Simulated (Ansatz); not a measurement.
# One shape, several levels: NH3 (ammonia)

We compute a comparison of 6 runs (UHF/3-21G, UHF/6-31G, BHLYP/6-31G, CAM-B3LYP/3-21G, RPA@PBE/3-21G, UMP2/6-31G) of NH3 (ammonia). 

Program for the calculation: Ansatz 0.2.0.

48 further runs of the same task are left out: 48 set aside as unsound or not needed.

### Step 1. Starting point

NH3 has 4 atoms, charge 0, and is taken as a singlet. As SMILES, `N`. The H2–N1 distance was set to 1.519 Å, away from the relaxed value. At this shape a bond of the SMILES string is far longer than usual.

Bond lengths: N1–H3 1.013 Å, N1–H4 1.013 Å. Angles: H3–N1–H4 107.1°. A long bond or contact: N1–H2 1.519 Å.

### Step 2. A single-point energy at UHF/3-21G (run 1)

File run.yaml:

```yaml
basis:
  gaussian:
    orbitals: 3-21G.json
crystal:
  periodic: [false, false, false]
  atoms:
    - {symbol: "N", position_ang: [-0.350120, 0.525135, -0.208218]}
    - {symbol: H, position_ang: [0.490470, -0.301820, 0.749180]}
    - {symbol: H, position_ang: [-1.167690, -0.026275, -0.438058]}
    - {symbol: H, position_ang: [0.186710, 0.629945, -1.060348]}
magnetization:
  spin_polarized: true
  initial_magnetization: 0
hamiltonian:
  xc: hf
accuracy: high
```

The basis set 3-21G is read from a file made from the Basis Set Exchange's data (not shown).

Command:

```
ansatz run run.yaml --threads 1 --pin off --max-ram 3480MiB --events-out events.jsonl --progress --plain --runs-dir runs
```

Output:

```text
Warning: RAYON_NUM_THREADS=1 ignored (pool sized by the plan → 1); use --threads N
Functional definition: HF
  name "HF"
  exchange = exact_x
  correlation = 0
290 factors; integrals over basis functions are off by at most 5.0e-9 eV
mean field evaluation 1: about -1516.4132 eV, gradient 1.6e1 eV
mean field evaluation 2: about -1516.4112 eV, gradient 1.6e1 eV
mean field evaluation 4: about -1517.8113 eV, gradient 1.1e0 eV
mean field evaluation 8: about -1517.8265 eV, gradient 1.6e-3 eV
mean field evaluation 16: about -1517.8657 eV, gradient 1.8e-2 eV
mean field evaluation 32: about -1517.2426 eV, gradient 2.8e0 eV
mean field evaluation 64: about -1517.8265 eV, gradient 3.8e-8 eV
mean field -1517.86567926 eV, -55.7805348665 hartree, gradient 1.8e-8 eV, S^2 0.191620; 2 other end points of the search recorded, 0 dependent functions left out
reference -1517.86567926 eV, -55.7805348665 hartree; 5, 5 occupied and 10, 10 virtual orbitals, 290 factors
Total energy: -1517.86567926 eV, -55.7805348665 hartree
```

Wall time 0.1 s (1 thread of Intel Xeon 6975P-C (Granite Rapids), shared host).

### Step 3. A single-point energy at UHF/6-31G (run 2)

File run.yaml:

```yaml
crystal:
  periodic: [false, false, false]
  atoms:
    - {symbol: "N", position_ang: [-0.350120, 0.525135, -0.208218]}
    - {symbol: H, position_ang: [0.490470, -0.301820, 0.749180]}
    - {symbol: H, position_ang: [-1.167690, -0.026275, -0.438058]}
    - {symbol: H, position_ang: [0.186710, 0.629945, -1.060348]}
basis:
  gaussian: {orbitals: 6-31G}
hamiltonian: {xc: hf}
magnetization: {spin_polarized: true}
accuracy: high
```

Command:

```
ansatz run run.yaml --threads 1 --pin off --max-ram 3480MiB --events-out events.jsonl --progress --plain --runs-dir runs
```

Output:

```text
Warning: RAYON_NUM_THREADS=1 ignored (pool sized by the plan → 1); use --threads N
[... 4 set-up lines as earlier in the session ...]
349 factors; integrals over basis functions are off by at most 9.2e-9 eV
mean field evaluation 1: about -1523.9257 eV, gradient 1.8e1 eV
mean field evaluation 2: about -1523.9239 eV, gradient 1.8e1 eV
mean field evaluation 4: about -1525.6271 eV, gradient 1.1e0 eV
mean field evaluation 8: about -1525.6456 eV, gradient 1.6e-3 eV
mean field evaluation 16: about -1525.6823 eV, gradient 1.4e-2 eV
mean field evaluation 32: about -1525.0878 eV, gradient 2.8e0 eV
mean field evaluation 64: about -1525.6456 eV, gradient 7.9e-9 eV
mean field -1525.68230757 eV, -56.0677906586 hartree, gradient 2.5e-8 eV, S^2 0.186994; 2 other end points of the search recorded, 0 dependent functions left out
reference -1525.68230757 eV, -56.0677906586 hartree; 5, 5 occupied and 10, 10 virtual orbitals, 349 factors
Total energy: -1525.68230757 eV, -56.0677906586 hartree
```

It took 0.1 s on 1 thread of Intel Xeon 6975P-C (Granite Rapids), shared host.

Runs 3 to 4 aren't shown in full; the table further down has their settings and results.

### Step 4. The energy at RPA@PBE/3-21G (run 5)

File job.yaml:

```yaml
basis:
  gaussian: {orbitals: 3-21G.json}
crystal:
  periodic: [false, false, false]
  atoms:
    - {symbol: "N", position_ang: [-0.350120, 0.525135, -0.208218]}
    - {symbol: H, position_ang: [0.490470, -0.301820, 0.749180]}
    - {symbol: H, position_ang: [-1.167690, -0.026275, -0.438058]}
    - {symbol: H, position_ang: [0.186710, 0.629945, -1.060348]}
hamiltonian: {xc: {name: PBE}}
correlation: {method: rpa, frozen_orbitals: {H: 0, "N": 1}}
total_charge: 0
accuracy: high
```

The basis set 3-21G is read from a file made from the Basis Set Exchange's data (not shown).

Command:

```
ansatz run job.yaml --threads 1 --pin off --max-ram 3480MiB --events-out events.jsonl --progress --plain --runs-dir runs
```

Output:

```text
Warning: RAYON_NUM_THREADS=1 ignored (pool sized by the plan → 1); use --threads N
Functional definition: PBE
  name "PBE"
  parameter kappa = 0.804
  parameter beta = 0.06672455060314922
  exchange = pbe_x(kappa = kappa, mu = beta*pi^2/3)
  correlation = pbe_c(beta = beta)
290 factors; integrals over basis functions are off by at most 5.0e-9 eV
mean field evaluation 1: about -1520.8235 eV, gradient 5.0e1 eV
mean field evaluation 2: about -1520.8075 eV, gradient 5.0e1 eV
mean field evaluation 4: about -1525.3774 eV, gradient 1.4e1 eV
mean field evaluation 8: about -1525.9958 eV, gradient 4.3e-1 eV
mean field evaluation 16: about -1525.9963 eV, gradient 6.2e-7 eV
mean field -1525.99628011 eV, -56.0793289367 hartree, gradient 4.8e-9 eV, S^2 0.000000; 0 other end points of the search recorded, 0 dependent functions left out
1 core orbitals not correlated: weight in the atoms' cores, before any rotation towards them, 1.000 or more for the frozen orbitals, at most 0.000 for the correlated occupied ones
reference -1517.64263297 eV, -55.7723380665 hartree; 4, 4 occupied and 10, 10 virtual orbitals, 290 factors
Total energy: -1523.51821142 eV, -55.9882615919 hartree
```

It took 0.36 s on 1 thread of Intel Xeon 6975P-C (Granite Rapids), shared host.

### Step 5. The energy at UMP2/6-31G (run 6)

File in.yaml:

```yaml
basis:
  gaussian:
    orbitals: 6-31G
crystal:
  periodic: [false, false, false]
  atoms:
    - symbol: N
      position_ang: [-0.350120, 0.525135, -0.208218]
    - symbol: H
      position_ang: [0.490470, -0.301820, 0.749180]
    - symbol: H
      position_ang: [-1.167690, -0.026275, -0.438058]
    - symbol: H
      position_ang: [0.186710, 0.629945, -1.060348]
magnetization:
  spin_polarized: true
correlation:
  method: mp2
  frozen_orbitals: {H: 0, "N": 1}
accuracy: high
```

Command:

```
ansatz run in.yaml --threads 1 --pin off --max-ram 3480MiB --events-out events.jsonl --progress --plain --runs-dir runs
```

Output:

```text
Warning: RAYON_NUM_THREADS=1 ignored (pool sized by the plan → 1); use --threads N
[... 4 set-up lines as earlier in the session ...]
349 factors; integrals over basis functions are off by at most 9.2e-9 eV
mean field evaluation 1: about -1523.9257 eV, gradient 1.8e1 eV
mean field evaluation 2: about -1523.9239 eV, gradient 1.8e1 eV
mean field evaluation 4: about -1525.6271 eV, gradient 1.1e0 eV
mean field evaluation 8: about -1525.6456 eV, gradient 1.6e-3 eV
mean field evaluation 16: about -1525.6823 eV, gradient 1.4e-2 eV
mean field -1525.68230757 eV, -56.0677906586 hartree, gradient 2.5e-8 eV, S^2 0.186994; 3 other end points of the search recorded, 0 dependent functions left out
1 core orbitals not correlated: weight in the atoms' cores, before any rotation towards them, 1.000 or more for the frozen orbitals, at most 0.000 for the correlated occupied ones
reference -1525.68230757 eV, -56.0677906586 hartree; 4, 4 occupied and 10, 10 virtual orbitals, 349 factors
second order -3.24264216 eV of doubles, -0.00000000 eV of singles
Total energy: -1528.92494973 eV, -56.1869555601 hartree
```

Wall time 0.1 s (1 thread of Intel Xeon 6975P-C (Granite Rapids), shared host).

### Step 6. The series

```
run            level  frozen core orbitals  energy (Eh)  wall time
  1        UHF/3-21G                     –   -55.780535      0.1 s
  2        UHF/6-31G                     –   -56.067791      0.1 s
  3      BHLYP/6-31G                     –   -56.400646     0.28 s
  4  CAM-B3LYP/3-21G                     –   -56.117131     0.34 s
  5    RPA@PBE/3-21G                     1   -55.988262     0.36 s
  6       UMP2/6-31G                     1   -56.186956      0.1 s
```

### Step 7. What came out

| quantity | value |
| --- | --- |
| run 6: total energy | -56.18696 Eh |
| run 6: correlation energy (1 core orbital frozen) | -119.2 mEh |
| run 6: ⟨S²⟩ of the reference determinant | 0.187 |

What this shows: Totals of different functionals can't be ranked against each other. Spin contamination of the reference: run 1 ⟨S²⟩ = 0.19, run 2 ⟨S²⟩ = 0.19, run 6 ⟨S²⟩ = 0.19. All runs together took 1.3 s, the longest 0.36 s.
